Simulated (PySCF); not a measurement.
Compound: C5H12N (charge +1).
Bonds: C1–N2, N2–C3, C3–C4, C4–C5, C5–C6, N2–C6. Hydrogens: H7, H8, H9 on C1; H10 on N2; H11, H12 on C3; H13, H14 on C4; H15, H16 on C5; H17, H18 on C6.

The same species was optimised twice, with GFN2-xTB and with PBE0-D3(BJ)/def2-SVP (PySCF), and the same property calculations (PySCF, gas phase) were run on both structures.

```csv
coordinate,GFN2-xTB,PBE0-D3(BJ)/def2-SVP,change
N2–C3 (Å),1.484,1.501,+0.017
N2–C6 (Å),1.484,1.500,+0.016
C1–N2 (Å),1.467,1.479,+0.012
C5–C6 (Å),1.528,1.523,-0.005
C3–C4 (Å),1.530,1.525,-0.005
C4–C5 (Å),1.543,1.547,+0.004
C1–N2–C3 (°),114.5,115.2,+0.7
C4–C5–C6 (°),104.8,105.4,+0.6
C1–N2–C6 (°),114.7,115.3,+0.6
C3–C4–C5 (°),105.0,105.5,+0.5
C3–N2–C6 (°),103.4,103.7,+0.3
N2–C3–C4 (°),104.3,104.3,0.0
N2–C6–C5 (°),104.0,104.0,0.0
```

Rotational constants: A = 6478, B = 3061, C = 2309 MHz (GFN2-xTB) against A = 6377, B = 3031, C = 2278 MHz (PBE0-D3(BJ)/def2-SVP).

On the GFN2-xTB structure: lowest singlet, TDDFT (eV) 8.85 [CAM-B3LYP/def2-SVPD]; lowest triplet, Tamm–Dancoff (eV) 8.66 [CAM-B3LYP/def2-SVPD]; isotropic polarisability (au) 59.1 [CAM-B3LYP/def2-SVPD]; HOMO (eV) -15.36 [CAM-B3LYP/def2-SVPD]; LUMO (eV) -3.45 [CAM-B3LYP/def2-SVPD].

Q: What do these properties become on the PBE0-D3(BJ)/def2-SVP structure?

A: 
| property | level | on GFN2-xTB | on PBE0-D3(BJ)/def2-SVP | change |
| --- | --- | --- | --- | --- |
| lowest singlet, TDDFT (eV) | CAM-B3LYP/def2-SVPD | 8.85 | 8.78 | -0.07 |
| lowest triplet, Tamm–Dancoff (eV) | CAM-B3LYP/def2-SVPD | 8.66 | 8.58 | -0.08 |
| isotropic polarisability (au) | CAM-B3LYP/def2-SVPD | 59.1 | 60.1 | +1.0 |
| HOMO (eV) | CAM-B3LYP/def2-SVPD | -15.36 | -15.28 | +0.08 |
| LUMO (eV) | CAM-B3LYP/def2-SVPD | -3.45 | -3.46 | -0.01 |
| energy, GFN2-xTB geometry as zero (kcal/mol) | CAM-B3LYP/def2-SVPD | 0.0 | -0.9 | -0.9 |

The heavy atoms differ by 0.015 Å rms after alignment. Among bonds between heavy atoms N2–C3 and N2–C6 change most and about equally (+0.016 to +0.017 Å). Changes are differences of the printed values. Neither structure is proved a minimum here. One conformer (not necessarily the lowest) at the PBE0-D3(BJ)/def2-SVP geometry, without solvent, vibrations or thermal averaging.
